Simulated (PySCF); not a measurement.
Compound: 2,2,2-trifluoroethanol, C2H3F3O.
Bonds: O1–C2, C2–C3, C3–F4, C3–F5, C3–F6. Hydrogens: H7 on O1; H8, H9 on C2.

All values: wB97X-D/pcSseg-2 (PySCF, non-relativistic), on one gas-phase PBE0-D3(BJ)/def2-TZVP geometry that isn't relaxed in the solvent. The solvent is an IEF-PCM continuum (Bondi radii, 1.10 Å for H, scaled by 1.2). The model holds no explicit solvent molecules, cavitation or dispersion.

Gas phase at wB97X-D/pcSseg-2: HOMO -10.86 eV, LUMO 2.21 eV, dipole 1.74 D.

Task: What does the continuum do to the energy, the frontier levels and the dipole at wB97X-D/pcSseg-2 in chloroform?

Result: 
```json
{"solvent": "chloroform", "ε": "4.711", "E(solvent) − E(gas) (kcal/mol)": "-4.03", "polarisation term (kcal/mol)": "-4.37", "distortion of the solute (kcal/mol)": "0.34", "HOMO (eV)": "-10.68", "LUMO (eV)": "2.59", "dipole (D)": "2.02"}
```

The polarisation term is half the interaction of the solute with the surface charges that it induces; the rest is the cost of distorting the solute's density. The sum is the electrostatic part of solvation alone.

Task: Which radius a makes the point-dipole formula ΔE = −[(ε − 1)/(2ε + 1)]·μ²/a³ give the value in chloroform, with the gas-phase dipole?

Result: μ = 0.683 au and |ΔE| = 0.00642 Eh give a = 1.56 Å; the farthest nucleus lies 1.96 Å from the centroid of the nuclei, so such a sphere wouldn't even hold the nuclei. The formula assumes a rigid point dipole at the centre of a sphere.

Conformer computed: `[OH:1][CH2:2][C:3]([F:4])([F:5])[F:6]`: O1–C2–C3–F4 58°, H–O1–C2–C3 -63°.

wB97X-D is run here without its empirical dispersion term; that term would change no orbital, density or response property at a fixed geometry.
